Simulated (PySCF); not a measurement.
**EPR parameters of PH2**

PH₂ (doublet state).
Hydrogens: H2, H3 on P1.

The species is `[PH2]` [radical].

Method: PySCF 2.14.0, UKS B3LYP, pcH-1 on H P, non-relativistic, mean-field spin-orbit, GIAO. Isolated species at its GFN2-xTB geometry, gas phase. A GFN2-xTB geometry isn't a minimum of the functional, and hyperfine couplings can be far from their values at a DFT geometry, by a factor of two or more for some ions and for spin on atoms past the first row.

| Item | Value |
| --- | --- |
| g1, g2, g3 | 2.00222, 2.00730, 2.01774 |
| g_iso | 2.00909 |
| Form of g | rhombic: the two nearest values differ by 33 % of g3 − g1 |
| ⟨S²⟩ | 0.7535 (exact 0.7500) |
| α and β electrons | 9, 8 |
| HOMO–LUMO gap, α and β orbitals | 7.61, 4.66 eV |
| Total energy | -342.51584 Eh |

Isotropic coupling and dipolar principal values T1 to T3, in mT (MHz turned into mT with g_iso):

```json
{"atom": "P1", "isotope": "31P", "a_iso": "4.88", "of which spin–orbit": "-0.08", "T1": "-11.96", "T2": "-11.24", "T3": "23.21", "Mulliken spin population": "1.07"}
{"atom": "H2", "isotope": "1H", "a_iso": "-1.38", "of which spin–orbit": "0.01", "T1": "-0.66", "T2": "0.12", "T3": "0.55", "Mulliken spin population": "-0.03"}
{"atom": "H3", "isotope": "1H", "a_iso": "-1.38", "of which spin–orbit": "0.01", "T1": "-0.66", "T2": "0.12", "T3": "0.55", "Mulliken spin population": "-0.03"}
```

The largest Mulliken spin population is on P1 (+1.07).

Axes: g1 is normal to the molecular plane.

Under fast tumbling the dipolar parts average out, and these isotropic splittings remain: 1 × 31P (P1, I = 1/2, 2 lines) with 4.88 mT and 2 × 1H (H2/H3, I = 1/2, 3 lines) with 1.38 mT.

Examples of negative spin density at the nucleus (bohr⁻³): H2/H3 (-0.0087).
